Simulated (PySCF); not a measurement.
Write a Z-matrix for `[O-]CC(C)(C)C` as optimised with PBE0-D3(BJ)/def2-SVP. (Charge -1.)

Z-matrix in Å and degrees, rows numbered from 1:
```
C 
C   1  1.5187
C   2  1.5236  1  111.76
C   2  1.5237  1  111.66  3  -123.08
C   2  1.5908  1  111.21  3   118.50
O   5  1.3019  2  114.48  1   179.92
H   1  1.1063  2  112.88  3    62.60
H   1  1.1052  2  110.36  3  -176.77
H   1  1.1049  2  110.49  3   -58.13
H   3  1.1038  2  105.95  1   165.93
H   3  1.1065  2  113.40  1   -72.70
H   3  1.1048  2  110.70  1    49.06
H   4  1.1036  2  106.07  1  -166.85
H   4  1.1065  2  113.34  1    71.61
H   4  1.1048  2  110.63  1   -50.16
H   5  1.1578  2  102.60  1   -52.50
H   5  1.1577  2  102.51  1    52.42
```

The C–C distances run from 1.519 Å (C1–C2, drawn single) to 1.591 Å (C2–C5, drawn single), a spread of 0.072 Å. Of the pairs four or more bonds apart, O6···H10 is among the closest relative to their van der Waals radii: 2.35 Å, 86 % of the sum of Bondi's values.

Computed with PBE0-D3(BJ)/def2-SVP geometry optimisation, gas phase (PySCF 2.14.0).

Point group: Cs (every atom within 0.08 Å of its image). No PBE0-D3(BJ)/def2-SVP frequencies stand behind this structure, so it isn't proved a minimum. The geometry's basis has no diffuse functions, a weakness for an anion.

Time: 28 s wall. Hardware: one thread of an Arm Neoverse V2, on a shared host. These figures are those of the optimisation.
